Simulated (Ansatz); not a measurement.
**What a trial cell of CdOs relaxes into**

Theory: DFT PBE, scalar-relativistic, plane waves, PAW (Ansatz). Cutoff 420 eV, Γ-centred k mesh, Gaussian smearing, no spin polarisation in the final step.

CdOs was placed on the caesium chloride structure type (Pm-3m, No. 221), with Cd in place of Cs, Os in place of Cl, at a guessed volume.

```
Cd Os
1.0
     3.36695    0.00000    0.00000
     0.00000    3.36695    0.00000
     0.00000    0.00000    3.36695
Cd Os
1 1
Direct
  0.00000 0.00000 0.00000
  0.50000 0.50000 0.50000
```

Cell and atoms relax at zero pressure; the relaxation can't lower the symmetry of the start. After a coarse first stage the cell is made exact in the group found at 0.06 Å.

Energies over the elements count from the elements' standard structures at the same level, with no empirical corrections.

Which crystal results?

It keeps Pm-3m (No. 221). The result has the caesium chloride structure. Conventional cell: a = 3.228 Å. Cd has 8 Os at 2.80 Å and 6 Cd at 3.23 Å; Os is coordinated by 8 Cd at 2.80 Å and 6 Os at 3.23 Å.

```cif
data_structure
_symmetry_space_group_name_H-M 'Pm-3m'
_symmetry_Int_Tables_number 221
_cell_length_a 3.2277
_cell_length_b 3.2277
_cell_length_c 3.2277
_cell_angle_alpha 90.000
_cell_angle_beta 90.000
_cell_angle_gamma 90.000
_cell_volume 33.63
loop_
_atom_site_label
_atom_site_type_symbol
_atom_site_symmetry_multiplicity
_atom_site_Wyckoff_symbol
_atom_site_fract_x
_atom_site_fract_y
_atom_site_fract_z
_atom_site_occupancy
Cd1 Cd 1 a 0.00000 0.00000 0.00000 1
Os1 Os 1 b 0.50000 0.50000 0.50000 1
```

What are its volume, energy, density and gap?

The volume per atom is 16.81 Å³. The density is 14.95 g/cm³ and the energy over the elements is 1.06 eV/atom. The gap on the 18×18×18 mesh is 0 eV (a metal).

The final run used a 18×18×18 mesh on its 2-atom cell and 0.10 eV smearing. For metals, differences of a few meV/atom aren't resolved. Spin–orbit coupling is left out. Symmetry constrained the relaxation, so the result can be a saddle point.

Cost: 3 runs of about 0.89 core-minutes in all, on Intel Xeon Platinum 8259CL (Skylake/Cascade Lake) (shared hosts).